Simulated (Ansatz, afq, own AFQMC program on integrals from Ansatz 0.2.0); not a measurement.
AFQMC on a folder of integrals that Ansatz 0.2.0 wrote.

```yaml
crystal:
  periodic: [false, false, false]
  atoms:
    - {symbol: O, position_ang: [0.000000, -0.064607, 0.000000]}
    - {symbol: H, position_ang: [0.000000, 0.512764, -0.821140]}
    - {symbol: H, position_ang: [0.000000, 0.512764, 0.821140]}
basis:
  gaussian: {orbitals: cc-pVDZ}
total_charge: 1
magnetization: {spin_polarized: true, initial_magnetization: 1}
correlation: {method: ccsd_t, electrons: outside_noble_gas, hamiltonian_folder: ham}
```

```sh
$ ansatz run in.yaml --threads 1 --pin off --events-out ev --progress --plain --max-ram 1843MiB
```

Options of the walk:

```
--method phaseless --trial hf --walkers 220 --populations 1 --least-time 40 --time-step 0.005 --steps-per-block 20 --equilibration-blocks 112 --max-blocks 600 --target-error 0.0009600 --factor-cut 1e-05 --start spin_pure --seed 264 --taylor-order 6
```

Times are imaginary, in 1/Eh. The walk had a cap of 534 s.

afq prints:

```
orbitals 23  electrons 4 3  factors 162 of 217
reference energy -75.63372607 Eh
CCSD correlation -0.17015299 Eh in 9 cycles, weight of the determinant in the CISD state 0.9539
energy of the start -75.633985 Eh
 block  time / (1/Eh)  mean weight  energy / Eh
     1     0.100  1.0020  -75.692123
     2     0.200  1.0025  -75.730284
     3     0.300  1.0014  -75.754899
     4     0.400  1.0030  -75.764450
     5     0.500  0.9998  -75.786869
    10     1.000  0.9994  -75.790871
    86     8.600  0.9997  -75.814498
   171    17.100  0.9987  -75.799002
   256    25.600  1.0008  -75.795044
   341    34.100  0.9990  -75.810586
   426    42.600  1.0001  -75.782895
   511    51.100  1.0000  -75.793765
   528    52.800  1.0001  -75.832243
   596    59.600  1.0005  -75.804893
   681    68.100  1.0005  -75.825303
   698    69.800  1.0005  -75.815607
blocks merged  error / Eh  count
     1  0.000511  600
     2  0.000667  300
     4  0.000836  150
     8  0.000989  75
    16  0.001004  37
    32  0.000965  18
    64  0.001150  9
energy -75.806114 +/- 0.001004 Eh
(rows thinned)
```

The run passed its tests (sampling time, drift between the halves within three errors, error under three times the target), which doesn't prove that it has relaxed.

Against this walk (error 27.3 meV) on the same determinant: CCSD(T) 0.5 meV higher (within the noise), CCSDT(Q) 12.4 meV lower (within the noise), full CI 12.8 meV lower (within the noise), a separate phaseless walk with a CISD trial and standard settings 16.1 ± 27.6 meV lower (within the noise). The error is statistical and leaves out the bias of the constraint.

Cautions: constraint bias not in the error.

The walk took 3.2 min on 1 thread of Arm Neoverse V1 (shared host). The log's last line is the phaseless energy.

CCSDT and higher add their correlation energy to the determinant of the CCSD(T) run, since their own runs factorise the integrals more tightly (a shift of under 2 meV). A walk keeps the symmetry of its determinant, which the program's search chose and which needn't be the lowest solution, so a lower state of the same spin and another symmetry isn't excluded.
